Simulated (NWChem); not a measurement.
System: pyrazine (C₄H₄N₂); SMILES c1cnccn1

Input file for NWChem:

```
start job
memory heap 200 mb stack 900 mb global 1100 mb
geometry units angstroms noautoz
  C      1.131029    -0.696347     0.000000
  C      1.128514     0.700415     0.000000
  N     -0.002520     1.399181     0.000000
  C     -1.131029     0.696347     0.000000
  C     -1.128514    -0.700415     0.000000
  N      0.002520    -1.399181     0.000000
  H      2.074114    -1.254705     0.000000
  H      2.069583     1.262162     0.000000
  H     -2.074114     1.254705     0.000000
  H     -2.069583    -1.262162     0.000000
end
basis spherical
  * library def2-tzvp
end
dft
  xc b3lyp
  iterations 150
  semidirect filesize 400000000
  mulliken
end
task dft energy
```

Coordinates come from a PBE0/def2-SVP optimisation.

Problem. Predict the main results of this run. (B3LYP/def2-TZVP.) Quantities: basis functions; energy (Ha); highest occupied level (eV); orbital gap (eV).

Solution. The number of basis functions is 210 and the energy (Ha) comes out as -264.42. The highest occupied level (eV) is -7.07 and the orbital gap (eV) comes out as 5.32.
